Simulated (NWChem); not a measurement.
Ionisation of fluorine (F₂)

```
F
F 1 1.3765
```
Charge 0, spin multiplicity 1.

The numbers come from NWChem runs, not from measurements. Structure: optimised with PBE0/def2-SVP, a minimum by its harmonic frequencies.

Basis set: def2-TZVPD. −ε marks an orbital energy of the parent.

B3LYP has NWChem's definition, with VWN1-RPA local correlation.

Question: For the first vertical ionisation energy, −ε(HOMO) of HF gives 17.97 eV and −ε(HOMO) of LDA (SVWN5) gives 9.49 eV. What do −ε(HOMO) of PBE, −ε(HOMO) of B3LYP, −ε(HOMO) of BP86 give?

Answer: −ε(HOMO) of PBE: 9.30 eV; −ε(HOMO) of B3LYP: 11.36 eV; −ε(HOMO) of BP86: 9.41 eV.
